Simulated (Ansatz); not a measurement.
C4H7NS can be A, `C/C(C=S)=C/N`, or B, `C=C(C)SC=N`.

Calculated with Ansatz (gas phase, PBE0-D4/def2-TZVP geometries, no zero-point term in ΔE). CCSD(T)/CBS adds triple-zeta CCSD(T) − MP2 to the extrapolated MP2 energy (def2 sets, frozen cores). DFT in def2-TZVPP. Each species was taken in one conformer, which may not be the lowest.

(1) Which isomer does CCSD(T)/CBS put lower? Give the gap. (Estimate.)

(2) Give E(B) − E(A) in kcal/mol with MP2/def2-TZVPP, CCSD(T)/def2-TZVPP, PBE0-D4, CCSD/def2-TZVPP, HF/def2-TZVPP, r2SCAN-D4, ωB97M-V. (Estimate.)

Largest T1 diagnostic: 0.016.

Answers

(1) Ansatz gave: A, by 7.3 kcal/mol.

(2) The calculation gave: MP2/def2-TZVPP 9.2, CCSD(T)/def2-TZVPP 7.0, PBE0-D4 11.1, CCSD/def2-TZVPP 6.3, HF/def2-TZVPP 6.4, r2SCAN-D4 11.3, ωB97M-V 7.7. None reverses the order clearly.
